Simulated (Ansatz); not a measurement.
Born–Oppenheimer molecular dynamics of H4O2Si (7 atoms, charge 0, multiplicity 1). It starts at the highest image of a converged band, a first-order saddle point between two minima.

Theory: RKS LDA/def2-mTZVP (Ansatz 0.2.0).

```
ensemble                      : NVE (velocity Verlet)
time step                     : 0.5 fs
steps asked                   : 200
starting velocities drawn for : 100 K
seed                          : 7339
```

First frame:

```xyz
7
Properties=species:S:1:pos:R:3
Si -0.254 0.120 0.342
H 0.934 -0.020 1.497
O 1.636 -0.037 0.435
H 1.887 -0.975 0.264
H -0.403 1.186 -0.717
O -0.728 -1.245 -0.494
H -0.990 -1.997 0.069
```

(1) How far do the bonds stretch over the last three quarters of this one trajectory? (Pairs bonded in most of those frames.)

Results:

(1) 
```json
{"bond": "Si1–H2", "mean (Å)": "1.643", "spread (Å)": "0.204", "shortest": "1.29", "longest": "1.98"}
{"bond": "Si1–O3", "mean (Å)": "1.685", "spread (Å)": "0.098", "shortest": "1.53", "longest": "1.83"}
{"bond": "Si1–H5", "mean (Å)": "1.526", "spread (Å)": "0.070", "shortest": "1.40", "longest": "1.66"}
{"bond": "Si1–O6", "mean (Å)": "1.660", "spread (Å)": "0.037", "shortest": "1.59", "longest": "1.74"}
{"bond": "O3–H4", "mean (Å)": "0.985", "spread (Å)": "0.012", "shortest": "0.96", "longest": "1.01"}
{"bond": "O6–H7", "mean (Å)": "0.981", "spread (Å)": "0.008", "shortest": "0.97", "longest": "1.00"}
```

Mean temperature of the second half: 2482 K. The conserved energy stayed within 0.76 meV per atom of its start (net change -0.3 meV per atom), so the integration is sound. The kinetic energy rose, since the run started high on the potential surface and went downhill. A run of 0.1 ps of so small a system gives no equilibrium averages. The orbitals stay closed-shell, which can raise the energy where a bond breaks towards radicals; this wasn't checked here.

Run time: 3.9 min on 1 thread of Arm Neoverse V1, on a shared host, peak memory 0.12 GiB.
